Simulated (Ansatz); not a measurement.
SbH₃, singlet: vertical spin and charge gaps

Geometry (PBE0/def2-TZVP stationary point for this spin, not checked as a minimum):

```xyz
4

Sb    0.0001    0.0000   -0.0233
H     1.4065    0.0119    0.9449
H    -0.7203    1.2165    0.9342
H    -0.7001   -1.2277    0.9349
```

Basis def2-SVP with its core potentials; Ansatz 0.2.0. Correlated methods freeze the noble-gas cores and the filled d shells of p-block atoms. R marks a restricted (for open shells ROHF) determinant, U an unrestricted one. Active spaces: valence = (8e, 7o) chosen from the atoms' valence shells. No spin–orbit coupling is included; scalar relativity enters through the core potentials alone.

Gaps are energies of the second state less the first, at fixed atoms, for a selection of the levels run; each method lands on the state that its own search finds for that charge and spin.

Removing an electron, to the doublet: 9.583 eV at UCCSDTQ.

| level | gap (eV) | error (meV) |
| --- | --- | --- |
| UHF | 9.008 | -575 |
| UMP2 | 9.548 | -35 |
| CISD | 9.521 | -62 |
| UCCSD | 9.578 | -5 |
| UCCSD(T) | 9.586 | 3 |
| BCCD(T) | 9.593 | 10 |
| UCCSDT | 9.581 | -2 |
| UCCSDT(Q) | 9.582 | -1 |
| CASSCF (valence space) | 8.911 | -672 |
| NEVPT2 (valence space) | 9.430 | -153 |
| MRCISD (valence space) | 9.540 | -43 |
| MRCISD+Q (valence space) | 9.591 | 8 |
| PBE | 9.825 | 242 |
| revPBE | 9.762 | 179 |
| r2SCAN | 9.875 | 292 |
| PBE0 | 9.865 | 282 |
| B3LYP | 9.968 | 385 |
| wB97M-V | 9.835 | 252 |
| B2PLYP | 9.791 | 208 |
| RPA-PBE | 9.706 | 123 |

In so small a basis the reference is far from its limit while semilocal and hybrid functionals are nearer theirs (RPA and double hybrids share much of the reference's basis error), so the functionals' errors here hold much of the reference's basis and frozen-core error, which can add to them or hide them.

Full CI isn't at hand for all of this; UCCSDTQ serves as the reference, and is uncertain by about the last step of the cluster series. The frozen core follows each run's orbitals, which can shift R against U totals by a few meV for light atoms and by up to 0.1 eV past Ca.
